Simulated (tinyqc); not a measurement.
Inside a calculation. Method: ROHF in the sto-3g basis, for CH2, spin multiplicity 3. One step of it, computed by the program tinyqc.

Problem. Iteration 1: diagonalisation and new density. Diagonalise F' = X^T F X, C = X C', fill 5 alpha and 3 beta electrons from the bottom; D(s) = C_occ C_occ^T. Each column has its largest component positive (the first on a tie).

effective F (hartree), order 1C 1s, 1C 2s, 1C 2px, 1C 2py, 1C 2pz, 2H 1s, 3H 1s:
```
[[-10.599364, -2.880755, 0.000000, 0.000000, -0.010812, -0.429361, -0.429361],
 [-2.880755, -1.138713, 0.000000, 0.000000, -0.138107, -0.466630, -0.466630],
 [0.000000, 0.000000, 0.204690, 0.000000, 0.000000, 0.000000, 0.000000],
 [0.000000, 0.000000, 0.000000, -0.073616, 0.000000, -0.292101, 0.292101],
 [-0.010812, -0.138107, 0.000000, 0.000000, 0.110846, -0.204812, -0.204812],
 [-0.429361, -0.466630, 0.000000, -0.292101, -0.204812, -0.248745, -0.117664],
 [-0.429361, -0.466630, 0.000000, 0.292101, -0.204812, -0.117664, -0.248745]]
```

X, order 1C 1s, 1C 2s, 1C 2px, 1C 2py, 1C 2pz, 2H 1s, 3H 1s:
```
[[1.026242, -0.144421, 0.000000, 0.000000, -0.008102, 0.021736, 0.021736],
 [-0.144421, 1.155912, 0.000000, 0.000000, 0.070469, -0.225341, -0.225341],
 [0.000000, 0.000000, 1.000000, 0.000000, 0.000000, 0.000000, 0.000000],
 [0.000000, 0.000000, 0.000000, 1.099854, 0.000000, -0.200329, 0.200329],
 [-0.008102, 0.070469, 0.000000, 0.000000, 1.037715, -0.121102, -0.121102],
 [0.021736, -0.225341, 0.000000, -0.200329, -0.121102, 1.132905, -0.015652],
 [0.021736, -0.225341, 0.000000, 0.200329, -0.121102, -0.015652, 1.132905]]
```

Give: F' = X^T F X; orbital energies; coefficients C; D(alpha) after iteration 1; D(beta) after iteration 1.

Solution.

F' = X^T F X (hartree):
```
[[-10.3656, -1.5648, 0.0000, 0.0000, -0.0222, -0.0183, -0.0183],
 [-1.5648, -0.3964, 0.0000, 0.0000, 0.0027, -0.3275, -0.3275],
 [0.0000, 0.0000, 0.2047, 0.0000, 0.0000, 0.0000, 0.0000],
 [0.0000, 0.0000, 0.0000, 0.1579, 0.0000, -0.3461, 0.3461],
 [-0.0222, 0.0027, 0.0000, 0.0000, 0.2027, -0.2204, -0.2204],
 [-0.0183, -0.3275, 0.0000, -0.3461, -0.2204, 0.0454, -0.0446],
 [-0.0183, -0.3275, 0.0000, 0.3461, -0.2204, -0.0446, 0.0454]]
```

orbital energies (hartree): [-10.6063, -0.5904, -0.3666, 0.0749, 0.2047, 0.5634, 0.6145]

coefficients C, order 1C 1s, 1C 2s, 1C 2px, 1C 2py, 1C 2pz, 2H 1s, 3H 1s:
```
[[0.9926, -0.1962, 0.0000, -0.1695, 0.0000, -0.1501, 0.0000],
 [0.0301, 0.6158, 0.0000, 0.7088, 0.0000, 0.7622, 0.0000],
 [0.0000, 0.0000, 0.0000, 0.0000, 1.0000, 0.0000, 0.0000],
 [0.0000, 0.0000, 0.5432, 0.0000, 0.0000, 0.0000, 0.9974],
 [0.0035, 0.2020, 0.0000, -0.6990, 0.0000, 0.7627, 0.0000],
 [-0.0058, 0.3403, 0.4571, -0.2755, 0.0000, -0.7059, -0.7005],
 [-0.0058, 0.3403, -0.4571, -0.2755, 0.0000, -0.7059, 0.7005]]
```

D(alpha) after iteration 1, order 1C 1s, 1C 2s, 1C 2px, 1C 2py, 1C 2pz, 2H 1s, 3H 1s:
```
[[1.0525, -0.2111, 0.0000, 0.0000, 0.0823, -0.0258, -0.0258],
 [-0.2111, 0.8826, 0.0000, 0.0000, -0.3710, 0.0141, 0.0141],
 [0.0000, 0.0000, 1.0000, 0.0000, 0.0000, 0.0000, 0.0000],
 [0.0000, 0.0000, 0.0000, 0.2951, 0.0000, 0.2483, -0.2483],
 [0.0823, -0.3710, 0.0000, 0.0000, 0.5295, 0.2613, 0.2613],
 [-0.0258, 0.0141, 0.0000, 0.2483, 0.2613, 0.4008, -0.0172],
 [-0.0258, 0.0141, 0.0000, -0.2483, 0.2613, -0.0172, 0.4008]]
```

D(beta) after iteration 1, order 1C 1s, 1C 2s, 1C 2px, 1C 2py, 1C 2pz, 2H 1s, 3H 1s:
```
[[1.0238, -0.0909, 0.0000, 0.0000, -0.0362, -0.0726, -0.0726],
 [-0.0909, 0.3801, 0.0000, 0.0000, 0.1245, 0.2094, 0.2094],
 [0.0000, 0.0000, 0.0000, 0.0000, 0.0000, 0.0000, 0.0000],
 [0.0000, 0.0000, 0.0000, 0.2951, 0.0000, 0.2483, -0.2483],
 [-0.0362, 0.1245, 0.0000, 0.0000, 0.0408, 0.0687, 0.0687],
 [-0.0726, 0.2094, 0.0000, 0.2483, 0.0687, 0.3248, -0.0931],
 [-0.0726, 0.2094, 0.0000, -0.2483, 0.0687, -0.0931, 0.3248]]
```
